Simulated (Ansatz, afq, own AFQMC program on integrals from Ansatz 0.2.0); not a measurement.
**BH$_{3}$Cl, doublet: AFQMC among the cluster methods**

```xyz
5

Cl   -0.7688    0.0000    0.0000
H     0.6442    0.0000    0.0000
B     1.9942    0.0000    0.0000
H     2.5033    0.0000    1.0770
H     2.5033    0.0000   -1.0770
```

Connectivity, by distances: Cl ··· BH2, 1 bridging H.

Basis cc-pVTZ. Only valence electrons are correlated. AFQMC by an in-house program on the Cholesky factors that Ansatz 0.2.0 writes for its CCSD(T) run. The CISD trial takes its coefficients from CCSD amplitudes. Released means that phaseless walkers are propagated on without the constraint, phases kept. Uncertainties: one standard error, sampling alone.

Determinant: UHF, the one that the program's search chose, which needn't be the lowest solution. The geometry is a point of a scan.

No full CI on the walks' own integrals is used here. The released AFQMC energy serves as the reference, which it does only where one determinant dominates, the energy is flat over the last release times and near the phaseless one (40 meV or 2 meV an electron, half that with transition metals). On small molecules, where full CI could be run and the noise was under 10 meV, such values lay within 10 meV of it in 19 cases of 20, a flattering rate, since the rule was set on those same cases; what remains of the bias isn't in the error bar.

Cautions: the released value is read at 2.40 1/Eh with a noise of 11 meV, more than in the cases checked (meV from the phaseless value at times in 1/Eh: -4 ± 5 at 0.24, -2 ± 5 at 0.51, -7 ± 5 at 0.99, 2 ± 5 at 1.62, -13 ± 11 at 2.40).

* T1 diagnostic: 0.0122
* weight of the determinant in the CISD state: 0.872
* ⟨S²⟩ of the determinant: 0.773
* size of the correlated space: 13 electrons in 100 orbitals

Reference: AFQMC with the constraint released, correlation energy -9.530 ± 0.011 eV.

```
        level  E − E(reference) (kJ/mol)  share of correlation (%)
           HF                919.5 ± 1.1                      0.00
          MP2                135.3 ± 1.1                     85.28
         CCSD                 35.3 ± 1.1                     96.16
      CCSD(T)                  5.0 ± 1.1                     99.45
ph-AFQMC/CISD                  1.3 ± 1.2                     99.86
```

A walk keeps the symmetry of its determinant, which the program's search chose and which needn't be the lowest solution, so a lower state of the same spin and another symmetry isn't excluded. Released energies are given only where the last usable release times agree within the noise; a slower fall can still hide under it.
